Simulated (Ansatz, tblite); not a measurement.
**The cluster GeS₂+: one state, many levels**

How do method and basis change the picture of the cluster GeS₂+ (doublet)?

Method: as each input shows; program: Ansatz 0.2.0, Gaussian basis.

The runs, in order: GFN1-xTB, GFN2-xTB, PBE-D4/def2-TZVP, r2SCAN-D4/def2-TZVP, BHLYP-D4/def2-TZVP, ωB97X-V/def2-TZVP, r2SCAN0-D4/def2-TZVP, B2PLYP/def2-TZVP, LC-ωPBE/def2-TZVP, LC-ωPBE(0.10)/def2-TZVP, LC-ωPBE(0.15)/def2-TZVP, LC-ωPBE(0.20)/def2-TZVP, LC-ωPBE(0.30)/def2-TZVP, PBE-D4/def2-SVP, PBE0-D4/def2-SVP, HF/STO-3G, CCSD(T)/def2-TZVPP, MP2/def2-TZVP, RPA/def2-TZVP.

### 1 The relaxed structure

The doublet was relaxed beforehand with r2SCAN-D4/def2-TZVP. At that level it is the lowest of the isomers that a small search found.

3 atoms, charge 1, spin multiplicity 2.

Bond lengths: Ge1–S2 2.300 Å, Ge1–S3 2.300 Å, S2–S3 2.014 Å. Angles: S2–Ge1–S3 51.9°, Ge1–S2–S3 64.0°, Ge1–S3–S2 64.0°.

The ion is computed in the gas phase, without counter-ions or solvent.

PBE0-D4/def2-TZVP was run before; its log isn't repeated, and its numbers join the tables.

### 2 GFN1-xTB

Tight binding, by tblite at 300 K electronic temperature and without a spin-polarisation term:

```python
tblite.interface.Calculator('GFN1-xTB', numbers, positions, charge=1, uhf=1).singlepoint()
```

Energy -233.5842 eV; 0.003 s.

### 3 GFN2-xTB

Tight binding, by tblite at 300 K electronic temperature and without a spin-polarisation term:

```python
tblite.interface.Calculator('GFN2-xTB', numbers, positions, charge=1, uhf=1).singlepoint()
```

Energy -217.9658 eV; 0.003 s.

### 4 PBE-D4/def2-TZVP

start.molden holds the orbitals of an earlier run on this state, given as this run's starting guess.

in.yaml

```yaml
crystal:
  periodic: [false, false, false]
  atoms:
    - {symbol: Ge, position_ang: [-0.372764, 0.483854, -1.235667]}
    - {symbol: S, position_ang: [0.672767, 0.618971, 0.808223]}
    - {symbol: S, position_ang: [-0.299993, -1.102835, 0.427454]}
basis:
  gaussian: {orbitals: def2-TZVP, initial_orbitals: start.molden}
total_charge: 1
magnetization: {spin_polarized: true, initial_magnetization: 1}
hamiltonian: {xc: pbe, dispersion: d4}
scf: {omitted_lower_state_checks: [starts]}
output: {orbitals: {seedname: orbitals}}
```

Launch:

```console
> ansatz run in.yaml --threads 4 --pin off --events-out ev --progress --plain --max-ram 3916MiB
```

After this run come: r2SCAN-D4/def2-TZVP; BHLYP-D4/def2-TZVP; ωB97X-V/def2-TZVP; r2SCAN0-D4/def2-TZVP; B2PLYP/def2-TZVP; LC-ωPBE/def2-TZVP; LC-ωPBE(0.10)/def2-TZVP; LC-ωPBE(0.15)/def2-TZVP; LC-ωPBE(0.20)/def2-TZVP; LC-ωPBE(0.30)/def2-TZVP; PBE-D4/def2-SVP; PBE0-D4/def2-SVP; HF/STO-3G; CCSD(T)/def2-TZVPP; MP2/def2-TZVP; RPA/def2-TZVP.

Before running them: what should the planned runs give, taken together? Wanted: gap in def2-TZVP, named functionals, smallest and largest; gap over the ω; correlation energy, CCSD(T)/def2-TZVPP; correlation energy, MP2/def2-TZVP; ⟨S²⟩ in def2-TZVP, named functionals, smallest and largest; PBE0 total energy, smallest basis above largest.

As calculated:

| quantity | value |
| --- | --- |
| gap in def2-TZVP, named functionals, smallest and largest | 1.13 eV (PBE-D4), 8.43 eV (LC-ωPBE) |
| gap over the ω (1/bohr) | 4.03 eV at 0.1, 8.43 eV at 0.4 |
| correlation energy, CCSD(T)/def2-TZVPP | -15.97 eV |
| correlation energy, MP2/def2-TZVP | -14.34 eV |
| ⟨S²⟩ in def2-TZVP, named functionals, smallest and largest | 0.756, 0.772 |
| PBE0 total energy, smallest basis above largest | 14.93 eV (def2-SVP, def2-TZVP) |

In words: Orbital gaps of the named functionals in def2-TZVP span 1.13 eV (PBE-D4) to 8.43 eV (LC-ωPBE); exact exchange widens it. Raising the ω (1/bohr) from 0.1 to 0.4 moves the HOMO by -2.55 eV and the LUMO by +1.85 eV. Over the named functionals in def2-TZVP spin contamination reaches 0.02 (BHLYP-D4), which is small.
